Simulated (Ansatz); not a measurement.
**CaGe2Rh2: from a trial structure to a relaxed crystal**

Theory: Ansatz 0.2.0, DFT PBEsol, scalar-relativistic, plane waves, PAW. Cutoff 420 eV, Γ-centred k mesh, Gaussian smearing, no spin polarisation in the final step.

A relaxed cell is given with its space group left out.

```xyz
5
Lattice="3.7495 0.0000 0.0000 -1.8748 3.2472 0.0000 0.0000 0.0000 8.7256" Properties=species:S:1:pos:R:3 pbc="T T T"
Ca    0.0000    0.0000    0.0000
Ge    0.0000    2.1648    2.1667
Ge    1.8748    1.0824    6.5589
Rh    0.0000    0.0000    3.1284
Rh    0.0000    0.0000    5.5972
```

The zero of energy is the elements' standard structures at the same level; no fitted shifts are applied.

(1) What space group does it have?

(2) How far does it lie from the elements in energy?

(3) Is it a metal?

Results:

(1) P-3m1 (No. 164). Conventional cell: a = 3.750 Å, c = 8.726 Å. Around Ca lie 6 Ge at 3.06 Å, 2 Rh at 3.13 Å and 6 Ca at 3.75 Å; around Ge lie 3 Rh at 2.37 Å; Rh has 3 Ge at 2.37 Å and 1 Rh at 2.47 Å.

(2) -0.14 eV/atom.

(3) Yes, bands cross the Fermi level on the 12×12×6 mesh.

The final run used a 12×12×6 mesh on its 5-atom cell and 0.10 eV smearing. The k mesh leaves about 4 meV/atom of noise in metals. The cell came from a trial start, so CaGe2Rh2 may not exist in this structure.

Cost: 3 runs of about 7 core-minutes in all, on Arm Neoverse V1 (shared hosts).